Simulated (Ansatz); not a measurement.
Relaxation of BFH$_{5}$N (8 atoms, charge 0, multiplicity 1), to a largest force component of 0.03 eV/Å in at most 50 steps.

The calculation used RKS PBE-D4/def2-SVP (Ansatz).

```xyz
8
Properties=species:S:1:pos:R:3
B 0.095 -0.502 -0.216
F -0.260 0.416 2.110
H 1.148 0.089 -0.328
H -0.977 -0.074 -0.584
N 0.139 -1.891 0.284
H -0.685 -2.495 0.298
H 1.013 -2.375 0.496
H -0.150 -0.507 2.037
```

**Question.** Where does it end, and by what steps?

**Answer.** The forces met the threshold. After 6 steps the energy has fallen by 0.160 eV; F2 moved furthest, 0.34 Å.

```csv
step,energy less start (eV),largest force component (eV/Å),accepted
0,0.0000,2.141,yes
1,-0.1074,1.173,yes
2,-0.1382,0.713,yes
3,-0.1556,0.255,yes
4,-0.1596,0.113,yes
5,-0.1601,0.038,yes
6,-0.1602,0.020,yes
```

```xyz
8
Properties=species:S:1:pos:R:3
B 0.108 -0.517 -0.313
F -0.259 0.174 2.355
H 1.162 0.061 -0.473
H -0.953 -0.096 -0.720
N 0.121 -1.759 0.362
H -0.705 -2.358 0.428
H 0.987 -2.234 0.626
H -0.138 -0.611 1.834
```

Whether the end is a true minimum wasn't checked by a vibrational analysis.

Time of the run: 8.2 s on 1 thread of Intel(R) Xeon(R) Platinum 8488C (Sapphire Rapids), on a shared host, peak memory 0.15 GiB.
